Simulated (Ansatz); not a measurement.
The same path of C2H5FOS (10 atoms, charge 0, multiplicity 1) was run twice with different band settings. The coordinate that changes most is the dihedral S5–C2–O3–H9.

The calculation used RHF/def2-SVP in Ansatz 0.2.0.

Relaxed end points:

```xyz
10
Properties=species:S:1:pos:R:3
C -1.138 -0.005 0.207
C 0.298 -0.098 -0.242
O 0.406 0.395 -1.500
F 0.666 -1.405 -0.238
S 1.479 0.804 0.842
H -1.753 -0.575 -0.488
H -1.247 -0.417 1.208
H -1.460 1.034 0.207
H 1.303 0.331 -1.800
H 1.530 -0.114 1.808
```

```xyz
10
Properties=species:S:1:pos:R:3
C -0.989 0.009 0.149
C 0.484 -0.079 -0.190
O 0.790 0.508 -1.379
F 0.799 -1.399 -0.256
S 1.572 0.739 1.019
H -1.563 -0.515 -0.619
H -1.195 -0.466 1.107
H -1.302 1.050 0.188
H 0.259 0.134 -2.068
H 1.226 -0.032 2.052
```

Common settings: spring 5.0 eV/Å²; optimiser quadratic models (default); start path through a guess of the saddle point; force threshold 0.05 eV/Å; iteration limit 60; end points relaxed.

| run | movable images | climbing image |
| --- | --- | --- |
| 1 | 7 | yes |
| 2 | 8 | no |

Task: What does each run give, and how far can it be trusted?

Result: Run 1: converged after 6 iterations, highest image 0.155 eV above the first end. A vibrational analysis at the climbing image gives one clearly imaginary mode, 316i cm⁻¹: a first-order saddle point.
Run 2: converged after 6 iterations, highest image 0.154 eV above the first end. No image climbed, so the highest image needn't sit at the top of the path.
